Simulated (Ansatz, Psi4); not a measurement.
# How methods differ on [BF2]+ (SMILES F[B+]F)

[BF2]+: 3 atoms, total charge +1, spin state singlet. SMILES: `F[B+]F`. The coordinates come from a PBE0-D4/def2-TZVP relaxation.

| atom | x (Å) | y (Å) | z (Å) |
| --- | --- | --- | --- |
| F | 0.3297 | 1.1405 | 0.3077 |
| B | 0.0000 | 0.0000 | 0.0000 |
| F | -0.3297 | -1.1405 | -0.3077 |

Quantity: the vertical ionisation energy (to the doublet dication), in eV. The values are calculated.

```
          level                    kind  program  value (eV)  CPU time (all runs)
   BLYP/cc-pVTZ                     GGA     Psi4       25.60                 49 s
    PBE/cc-pVTZ                     GGA   Ansatz       25.68                 19 s
 revPBE/cc-pVTZ                     GGA   Ansatz       25.58                 19 s
  BHLYP/cc-pVTZ           global hybrid     Psi4       26.46                 50 s
  HSE06/cc-pVTZ  range-separated hybrid     Psi4       26.13                 88 s
wB97X-V/cc-pVTZ  range-separated hybrid     Psi4       26.33                 93 s
BCCD(T)/cc-pVTZ   coupled cluster or CI   Ansatz       26.56                 62 s
CCSD(T)/cc-pVTZ   coupled cluster or CI   Ansatz       26.59                 38 s
```

The values span 25.58 to 26.59 eV. The coupled-cluster rows rest on a doubtful reference here (large T1 or Brueckner and Hartree–Fock orbitals at odds), and rows may lie in different states. CPU times are rough (shared hosts, several kinds of processor and program).
